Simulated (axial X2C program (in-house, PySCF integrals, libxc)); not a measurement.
Correcting the dissociation energy of NaAl⁺ for spin–orbit coupling

A spin-free PBE0 curve (one-electron X2C) was computed with an in-house relativistic program for diatomic molecules, basis Al dyall-v3z [8s8p2d1f], Na dyall-v3z [9s8p4d2f] (cores contracted in-house), for the state M_S = 1/2, Λ = 0 (beyond evenly filled blocks: σα). It gives D0 = 0.998 eV to Al + Na+, which in a spin-free picture are the weighted means of the ground terms.

Measured levels of the ground terms (NIST Handbook of Basic Atomic Spectroscopic Data), in cm⁻¹: Al 2P: J = 1/2 at 0, J = 3/2 at 112.1; Na+ 1S: J = 0 at 0.

The molecular state has Λ = 0, so it has no first-order lowering.

Question: How far does each ground level lie under the (2J+1)-weighted mean of its term?

Answer: Al: (2 × 0 + 4 × 112.1)/6 = 75 cm⁻¹; Na+: a single level, 0.

Question: Correct D0.

Answer: D0 = 0.998 + (0 − 75)/8065.5 = 0.989 eV at PBE0 with these spin–orbit terms.

Second-order spin–orbit effects in the molecule, which grow quickly with Z, are left out. The state is one determinant whose occupation by symmetry is held fixed; it was picked as the lowest of a PBE0 search that is not exhaustive. Dissociation energies refer to the lowest single-determinant-based atoms at the same level and basis.
